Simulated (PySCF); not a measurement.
Family: cyclo[n]carbon rings. Isolated molecules, 0 K electronic values unless said otherwise. Each species was relaxed from one start; no search for lower structures was made at this level. Strings in code marks are SMILES.

All values below come from PBE0-D3(BJ)/def2-SVP // CAM-B3LYP-D3(BJ)/def2-SVP in PySCF 2.14.0. 

```tsv
species	S1 oscillator strength	LUMO (eV)
cyclo[10]carbon `c1c#cc#cc#cc#cc#1`	0.005	…
cyclo[16]carbon `C1#CC#CC#CC#CC#CC#CC#CC#C1`	0.000	-3.74
cyclo[20]carbon `C1#CC#CC#CC#CC#CC#CC#CC#CC#CC#C1`	0.000	-3.86
cyclo[22]carbon `c1c#cc#cc#cc#cc#cc#cc#cc#cc#cc#cc#1`	…	-3.44
cyclo[26]carbon `c1c#cc#cc#cc#cc#cc#cc#cc#cc#cc#cc#cc#cc#1`	–	-3.59
cyclo[30]carbon `c1c#cc#cc#cc#cc#cc#cc#cc#cc#cc#cc#cc#cc#cc#cc#1`	–	-3.69
```

Question: Some entries are withheld; supply them.

Answer: 
- cyclo[10]carbon `c1c#cc#cc#cc#cc#1`, LUMO (eV): -2.18
- cyclo[22]carbon `c1c#cc#cc#cc#cc#cc#cc#cc#cc#cc#cc#1`, S1 oscillator strength: 0.000
